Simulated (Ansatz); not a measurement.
Ansatz (a quantum-chemistry and plane-wave program) input (B3LYP-D3(BJ)/def2-TZVP):

Ansatz 0.2 input:
```yaml
crystal:
  periodic: [false, false, false]
  atoms:
    - {symbol: S, position_ang: [0.10491123, -0.00079548, 0.04460729]}
    - {symbol: H, position_ang: [-0.32425306, 0.99411402, -0.77358955]}
    - {symbol: H, position_ang: [-0.34497428, -0.99733403, -0.76036906]}
    - {symbol: H, position_ang: [-1.00935239, 0.01594770, 0.82024201]}
basis:
  gaussian:
    orbitals: def2-TZVP
hamiltonian:
  xc: b3lyp
  dispersion: d3bj
total_charge: 1
phonons: {temperatures: {t_min: 298.15, t_max: 298.15, t_step: 100}}
```

Output:

```
Functional definition: B3LYP
integrals: 0.01 GiB planned
403 factors; their error is unknown
mean field: 0.10 GiB planned
mean field evaluation 1: about -10874.6765 eV, gradient 2.8e1 eV
mean field evaluation 2: about -10875.2441 eV, gradient 2.5e1 eV
mean field evaluation 4: about -10876.5070 eV, gradient 5.0e-1 eV
mean field evaluation 8: about -10876.5232 eV, gradient 1.7e-3 eV
mean field -10876.52316271 eV, -399.7048538572 hartree, gradient 6.8e-5 eV, S^2 0.000000; 0 other end points of the search recorded, 0 dependent functions left out
the calculation of the forces begins
reference -10876.52333232 eV, -399.7048600904 hartree; 9, 9 occupied and 46, 46 virtual orbitals, 403 factors
these checks for a lower state are left out or cut short: stability, starts, cluster_reference, orbital_swaps, neighbouring_geometries, increment
integrals: 0.01 GiB planned
403 factors; their error is unknown
mean field: 0.10 GiB planned
mean field evaluation 16: about -10876.5231 eV, gradient 3.4e-5 eV
mean field -10876.52307259 eV, -399.7048505455 hartree, gradient 5.5e-7 eV, S^2 0.000000; 0 other end points of the search recorded, 0 dependent functions left out
the calculation of the forces begins
reference -10876.52324221 eV, -399.7048567789 hartree; 9, 9 occupied and 46, 46 virtual orbitals, 403 factors
these checks for a lower state are left out or cut short: stability, starts, cluster_reference, orbital_swaps, neighbouring_geometries, increment
integrals: 0.01 GiB planned
403 factors; their error is unknown
mean field: 0.10 GiB planned
mean field -10876.52307196 eV, -399.7048505222 hartree, gradient 6.0e-7 eV, S^2 0.000000; 0 other end points of the search recorded, 0 dependent functions left out
the calculation of the forces begins
reference -10876.52324156 eV, -399.7048567552 hartree; 9, 9 occupied and 46, 46 virtual orbitals, 403 factors
these checks for a lower state are left out or cut short: stability, starts, cluster_reference, orbital_swaps, neighbouring_geometries, increment
integrals: 0.01 GiB planned
403 factors; their error is unknown
mean field: 0.10 GiB planned
mean field evaluation 32: about -10876.5231 eV, gradient 9.0e-7 eV
mean field -10876.52307512 eV, -399.7048506387 hartree, gradient 9.0e-7 eV, S^2 0.000000; 0 other end points of the search recorded, 0 dependent functions left out
the calculation of the forces begins
reference -10876.52324482 eV, -399.7048568749 hartree; 9, 9 occupied and 46, 46 virtual orbitals, 403 factors
these checks for a lower state are left out or cut short: stability, starts, cluster_reference, orbital_swaps, neighbouring_geometries, increment
integrals: 0.01 GiB planned
403 factors; their error is unknown
mean field: 0.10 GiB planned
mean field -10876.52307465 eV, -399.7048506213 hartree, gradient 6.1e-7 eV, S^2 0.000000; 0 other end points of the search recorded, 0 dependent functions left out
the calculation of the forces begins
reference -10876.52324418 eV, -399.7048568515 hartree; 9, 9 occupied and 46, 46 virtual orbitals, 403 factors
these checks for a lower state are left out or cut short: stability, starts, cluster_reference, orbital_swaps, neighbouring_geometries, increment
integrals: 0.01 GiB planned
403 factors; their error is unknown
mean field: 0.10 GiB planned
mean field -10876.52315008 eV, -399.7048533932 hartree, gradient 2.0e-6 eV, S^2 0.000000; 0 other end points of the search recorded, 0 dependent functions left out
the calculation of the forces begins
reference -10876.52331966 eV, -399.7048596253 hartree; 9, 9 occupied and 46, 46 virtual orbitals, 403 factors
these checks for a lower state are left out or cut short: stability, starts, cluster_reference, orbital_swaps, neighbouring_geometries, increment
integrals: 0.01 GiB planned
403 factors; their error is unknown
mean field: 0.10 GiB planned
mean field -10876.52314891 eV, -399.7048533501 hartree, gradient 2.3e-6 eV, S^2 0.000000; 0 other end points of the search recorded, 0 dependent functions left out
the calculation of the forces begins
reference -10876.52331855 eV, -399.7048595843 hartree; 9, 9 occupied and 46, 46 virtual orbitals, 403 factors
these checks for a lower state are left out or cut short: stability, starts, cluster_reference, orbital_swaps, neighbouring_geometries, increment
integrals: 0.01 GiB planned
403 factors; their error is unknown
mean field: 0.10 GiB planned
mean field -10876.52312009 eV, -399.7048522912 hartree, gradient 2.8e-6 eV, S^2 0.000000; 0 other end points of the search recorded, 0 dependent functions left out
the calculation of the forces begins
reference -10876.52328975 eV, -399.7048585260 hartree; 9, 9 occupied and 46, 46 virtual orbitals, 403 factors
these checks for a lower state are left out or cut short: stability, starts, cluster_reference, orbital_swaps, neighbouring_geometries, increment
integrals: 0.01 GiB planned
403 factors; their error is unknown
mean field: 0.10 GiB planned
mean field -10876.52311537 eV, -399.7048521177 hartree, gradient 2.2e-6 eV, S^2 0.000000; 0 other end points of the search recorded, 0 dependent functions left out
the calculation of the forces begins
reference -10876.52328494 eV, -399.7048583493 hartree; 9, 9 occupied and 46, 46 virtual orbitals, 403 factors
these checks for a lower state are left out or cut short: stability, starts, cluster_reference, orbital_swaps, neighbouring_geometries, increment
integrals: 0.01 GiB planned
403 factors; their error is unknown
mean field: 0.10 GiB planned
mean field evaluation 64: about -10876.5079 eV, gradient 1.3e-1 eV
mean field -10876.52312842 eV, -399.7048525974 hartree, gradient 2.3e-6 eV, S^2 0.000000; 0 other end points of the search recorded, 0 dependent functions left out
the calculation of the forces begins
reference -10876.52329800 eV, -399.7048588292 hartree; 9, 9 occupied and 46, 46 virtual orbitals, 403 factors
these checks for a lower state are left out or cut short: stability, starts, cluster_reference, orbital_swaps, neighbouring_geometries, increment
integrals: 0.01 GiB planned
403 factors; their error is unknown
mean field: 0.10 GiB planned
mean field -10876.52313096 eV, -399.7048526906 hartree, gradient 2.8e-6 eV, S^2 0.000000; 0 other end points of the search recorded, 0 dependent functions left out
the calculation of the forces begins
reference -10876.52330061 eV, -399.7048589252 hartree; 9, 9 occupied and 46, 46 virtual orbitals, 403 factors
these checks for a lower state are left out or cut short: stability, starts, cluster_reference, orbital_swaps, neighbouring_geometries, increment
integrals: 0.01 GiB planned
403 factors; their error is unknown
mean field: 0.10 GiB planned
mean field -10876.52309203 eV, -399.7048512598 hartree, gradient 3.0e-6 eV, S^2 0.000000; 0 other end points of the search recorded, 0 dependent functions left out
the calculation of the forces begins
reference -10876.52326160 eV, -399.7048574915 hartree; 9, 9 occupied and 46, 46 virtual orbitals, 403 factors
these checks for a lower state are left out or cut short: stability, starts, cluster_reference, orbital_swaps, neighbouring_geometries, increment
integrals: 0.01 GiB planned
403 factors; their error is unknown
mean field: 0.10 GiB planned
mean field -10876.52309770 eV, -399.7048514683 hartree, gradient 5.8e-7 eV, S^2 0.000000; 0 other end points of the search recorded, 0 dependent functions left out
the calculation of the forces begins
reference -10876.52326735 eV, -399.7048577030 hartree; 9, 9 occupied and 46, 46 virtual orbitals, 403 factors
these checks for a lower state are left out or cut short: stability, starts, cluster_reference, orbital_swaps, neighbouring_geometries, increment
integrals: 0.01 GiB planned
403 factors; their error is unknown
mean field: 0.10 GiB planned
mean field -10876.52315142 eV, -399.7048534425 hartree, gradient 1.8e-6 eV, S^2 0.000000; 0 other end points of the search recorded, 0 dependent functions left out
the calculation of the forces begins
reference -10876.52332102 eV, -399.7048596751 hartree; 9, 9 occupied and 46, 46 virtual orbitals, 403 factors
these checks for a lower state are left out or cut short: stability, starts, cluster_reference, orbital_swaps, neighbouring_geometries, increment
integrals: 0.01 GiB planned
403 factors; their error is unknown
mean field: 0.10 GiB planned
mean field evaluation 96: about -10876.5080 eV, gradient 1.1e-1 eV
mean field -10876.52315063 eV, -399.7048534135 hartree, gradient 1.8e-6 eV, S^2 0.000000; 0 other end points of the search recorded, 0 dependent functions left out
the calculation of the forces begins
reference -10876.52332026 eV, -399.7048596473 hartree; 9, 9 occupied and 46, 46 virtual orbitals, 403 factors
Total energy: -10876.58581198 eV, -399.7071561756 hartree
Atom 0 at     0.104911    -0.000795     0.044607 Å, force    -0.000013     0.000005    -0.000003 eV/Å
Atom 1 at    -0.324253     0.994114    -0.773590 Å, force     0.000008     0.000001    -0.000006 eV/Å
Atom 2 at    -0.344974    -0.997334    -0.760369 Å, force     0.000002     0.000002     0.000002 eV/Å
Atom 3 at    -1.009352     0.015948     0.820242 Å, force     0.000003    -0.000007     0.000007 eV/Å
Dipole moment:    -0.298025     0.002260    -0.126717 e Å
Vibrations: 1063.76 1218.94 1218.96 2595.09 2598.86 2598.86 cm⁻¹, zero-point energy 0.700168 eV
```
